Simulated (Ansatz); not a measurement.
## Ansatz (development build ahead of 0.2.0) run

```yaml
crystal:
  periodic: [false, false, false]
  atoms:
    - { symbol: O, position_ang: [0.0, 0.0, -0.38675] }
    - { symbol: O, position_ang: [0.0, 0.97588, 0.19337] }
    - { symbol: O, position_ang: [0.0, -0.97588, 0.19337] }
basis:
  gaussian: { orbitals: def2-TZVP }
hamiltonian:
  xc: hf
correlation:
  method: mp2
  frozen_orbitals: { O: 1 }
```

The input is written out in the form of the current development build from the run's settings.

Output:

| Quantity | Value |
| --- | --- |
| Converged | yes |
| Reference energy | -224.35536 hartree |
| Correlation energy | -0.71766 hartree |
| Total energy | -225.07302 hartree |
| Spin squared of the determinant | 0.000 |

Caution: in another basis set an unrestricted determinant lies well below.
